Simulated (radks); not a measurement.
# Cl²⁺ in [Ne] 3s1 3p4: an all-electron calculation

The task here is to estimate one member of a computed series from the others.

The numbers are computed with radks (a radial shooting solver on a logarithmic mesh, Libxc functionals) version 1 (non-relativistic Kohn-Sham, HCTH/407, spin-polarised, spherical densities, point nucleus; open shells are filled with parallel spins first), except any that are marked as measured or tabulated.

## The system

| Property | Result |
| --- | --- |
| element | chlorine (Z = 17) |
| charge | +2 |
| electrons | 15 |
| configuration | [Ne] 3s1 3p4 |

The outer shells:

Cl²⁺
```
[Ne] core
3s [↑ ]
3p [↑↓][↑ ][↑ ]
```

The first run:

The run's settings:

```text
Z 17
configuration [Ne] 3s1 3p4
relativity non-relativistic
functional hcth_407
spin polarised
nucleus point
```

On the command line:

```
$ python run_ks.py task.json out
```

The same process makes all the runs of this session.

One of the session's tables, all rows but one given; the rest of the session is left out.

It belongs to the step «Orbitals and density». Sizes of the orbitals, from the radial functions (bohr):

```
  level      <r>  outermost maximum (interpolated)  90 % within  nodes
  1s up  0.09150                            0.0600        0.163      0
1s down  0.09148                            0.0600        0.163      0
  2s up   0.4450                             0.363        0.695      1
2s down   0.4446                             0.364        0.693      1
  2p up   0.4057                             0.302        0.673      0
2p down   0.4052                             0.302        0.671      0
  3s up    1.425                              1.25         2.11      2
3s down    1.473                              1.26         2.21      2
  3p up    1.559                              1.33         2.36      1
3p down        ?                                 ?            ?      ?
```

Q: Estimate the row for 3p down from the others.

As computed: <r>: 1.662; outermost maximum (interpolated): 1.37; 90 % within: 2.58; nodes: 1. In the column «<r>» it is the highest.
